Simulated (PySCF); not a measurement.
Species: butanenitrile, C4H7N.
Bonds: C1–C2, C2–C3, C3–C4, C4–N5 (triple). Hydrogens: H6, H7, H8 on C1; H9, H10 on C2; H11, H12 on C3.

Level: wB97X-D/pcSseg-2 in PySCF, non-relativistic, on one gas-phase PBE0-D3(BJ)/def2-TZVP geometry that isn't relaxed in the solvent. The solvent is an IEF-PCM continuum (van der Waals radii × 1.2). Only the electrostatic response of the medium enters.

Gas phase at wB97X-D/pcSseg-2: HOMO -11.20 eV, LUMO 1.87 eV, dipole 4.16 D.

Q: What does the continuum do to the energy, the frontier levels and the dipole at wB97X-D/pcSseg-2 in chloroform?

A: 
```tsv
solvent	ε	E(solvent) − E(gas) (kcal/mol)	polarisation term (kcal/mol)	distortion of the solute (kcal/mol)	HOMO (eV)	LUMO (eV)	dipole (D)
chloroform	4.711	-4.81	-5.67	0.86	-11.24	2.16	5.06
```

The polarisation term is half the interaction of the solute with the surface charges that it induces; the rest is the cost of distorting the solute's density. The sum is the electrostatic part of solvation alone.

Q: Which radius a makes the point-dipole formula ΔE = −[(ε − 1)/(2ε + 1)]·μ²/a³ give the value in chloroform, with the gas-phase dipole?

A: μ = 1.637 au and |ΔE| = 0.00766 Eh give a = 2.64 Å; the farthest nucleus lies 2.82 Å from the centroid of the nuclei, so such a sphere wouldn't even hold the nuclei. The formula assumes a rigid point dipole at the centre of a sphere.

The run took 78 s wall, 2.4 min CPU on 2 threads, Intel Xeon at 2.50 GHz (x86_64), on a shared host, and the process peaked at 2.3 GiB of memory. This is the whole shielding run at wB97X-D/pcSseg-2 in chloroform, SCF included.

The values belong to the conformer `[CH3:1][CH2:2][CH2:3][C:4]#[N:5]`: C1–C2–C3–C4 -62°.

Note: wB97X-D ran without an empirical dispersion term, which enters the total energy and its gradient alone.
